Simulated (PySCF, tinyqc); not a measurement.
RHF in the sto-3g basis, for CH2, spin multiplicity 1, step by step. This run ends on a higher stationary point, not on the lowest solution. The lowest restricted solution is unstable here: a spin-polarised one lies 0.0230 hartree lower (PySCF). Computed by tinyqc, a small Python program that keeps every step (integrals from PySCF). Settings: charge = 0, multiplicity = 1, basis = sto-3g, energy threshold = 1e-10, iteration cap = 81, orthogonalisation = canonical, start = core, DIIS depth = 0, method = RHF. Command: `OMP_NUM_THREADS=1 python tinyqc.py 27160 27161 out.jsonl` (the two numbers bound the seeds that draw the settings). One thread of a shared host (Intel(R) Xeon(R) Processor @ 2.60GHz), about 0.1 s of CPU time with the checks.

Geometry (angstrom):
```
atom       x        y       z
C     0.0000   0.0000  0.0000
H     0.0000   1.1910  0.7660
H     0.0000  -1.1910  0.7660
```

Stop when the energy changes by less than 1e-10 hartree and every element of the error matrix X^T (F D S - S D F) X is below 3e-06.

Course of the cycle:
```
iteration  E (hartree)     change  largest element of the error matrix
1           -36.693330          -                             6.22e-01
2           -38.050200  -1.36e+00                             1.56e-01
3           -38.090655  -4.05e-02                             3.23e-02
4           -38.092093  -1.44e-03                             7.67e-03
5           -38.092250  -1.57e-04                             3.32e-03
6           -38.092274  -2.32e-05                             1.31e-03
7           -38.092277  -3.77e-06                             5.66e-04
8           -38.092278  -6.33e-07                             2.36e-04
9           -38.092278  -1.07e-07                             9.84e-05
10          -38.092278  -1.83e-08                             4.09e-05
11          -38.092278  -3.13e-09                             1.69e-05
12          -38.092278  -5.36e-10                             7.02e-06
13          -38.092278  -9.16e-11                             2.91e-06
```

Can the last value be used, and what does the course show?

No, though the log alone does not show it. Converged in 13 iterations. But the solution lies 0.18508 hartree above the reference: it is another stationary point, not the lowest restricted one. Reruns (cap 100 unless said): DIIS 8: converged in 9 to a higher stationary point; damping 0.5: converged in 36 to a higher stationary point; level shift 0.5: converged in 25 to a higher stationary point; atomic densities as start, DIIS 8: converged in 8. PySCF RHF in the same basis = -38.277357 hartree.
